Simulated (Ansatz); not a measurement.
`CCCC(C)C(C)C` + H₂S → `CC(C)C(C)S` + `CCC`  (substitution at a C–C bond)

Program: Ansatz. Geometries: PBE0-D4/def2-TZVP. ΔE: electronic, gas phase. CCSD(T)/CBS is the MP2 limit (def2-TZVPP, def2-QZVPP) plus CCSD(T) − MP2 in def2-TZVPP, frozen cores. This one scheme is used for every species. DFT in def2-TZVPP. One conformer a species, not always the lowest.

CCSD(T)/CBS gives +1.1 kcal/mol.

**Question.** Another level gave -0.4 kcal/mol. Which?
A. r2SCAN0-D4/def2-TZVPP
B. RPA@PBE/def2-TZVPP
C. revPBE/def2-TZVPP
D. PBE0/def2-TZVPP

**Answer.** D. PBE0 -0.4, r2SCAN0-D4 0.6, RPA@PBE/def2-TZVPP 2.1, revPBE -2.1 kcal/mol.

Largest T1 diagnostic among the species: 0.009.

In def2-TZVPP, CCSD(T) changes the Hartree–Fock value by +1.7 kcal/mol (the triples alone add −0.2 kcal/mol) and MP2 by +0.8 kcal/mol. From BLYP to BHLYP (50 % exact exchange), in def2-TZVPP and without D4, ΔE moves by +1.8 kcal/mol.
